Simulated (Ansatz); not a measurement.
`[Li][OH]` + H₂ → `[LiH]` + H₂O at 298.15 K and 1 bar (hydrogenolysis of a Li–O bond).

Computed with Ansatz on PBE0-D4/def2-TZVP structures; ΔE is electronic, products minus reactants. CBS: MP2 limit from def2 TZ/QZ plus the TZ coupled-cluster correction, frozen cores. This one scheme is used for every species. For Li outer-core shells are correlated without core-valence functions, which leaves a few kJ/mol of doubt a bond.

```csv
species,CCSD(T)/CBS energy (Eh),H − E (kJ/mol),S (J/(mol·K))
`[Li][OH]`,-83.31445,45.1,208.8
H₂,-1.17544,35.1,130.4
`[LiH]`,-8.06146,17.1,170.7
H₂O,-76.37941,66.4,188.7
```

H − E and S are ideal-gas, rigid-rotor, harmonic terms from PBE0-D4/def2-TZVP. The MP2-based limit puts H₂ 0.8 mEh under its directly extrapolated value; such offsets cancel only in part. 1 Eh = 2625.50 kJ/mol, R = 8.31446 J/(mol·K).

Task: By hand: ΔE, ΔH, ΔS and ΔG.

Result: ΔE = (-8.06146) + (-76.37941) − (-83.31445) − (-1.17544) = 0.04902 Eh = 128.7 kJ/mol. Δ(H − E) = 17.1 + 66.4 − 45.1 − 35.1 = 3.3, so ΔH = 132.0 kJ/mol. ΔS = 170.7 + 188.7 − 208.8 − 130.4 = 20.2 J/(mol·K). ΔG = 132.0 − 298.15 × (20.2)/1000 = 126.0 kJ/mol.

Task: By hand: the equilibrium constant, and the temperature at which ΔG would vanish if ΔH and ΔS stayed fixed.

Result: log₁₀ K = −ΔG/(RT ln 10) = -22.1. ΔG = 0 at ΔH/ΔS = 6535 K, far beyond where these terms or the molecules hold.

ΔH outweighs TΔS. A doubt of 5 kJ/mol in ΔE shifts log₁₀ K by 0.9 here. These are equilibria of isolated gas molecules and say nothing of rates. Largest T1 diagnostic: 0.013 (customary marks: 0.02 for closed shells, 0.045 for open ones).
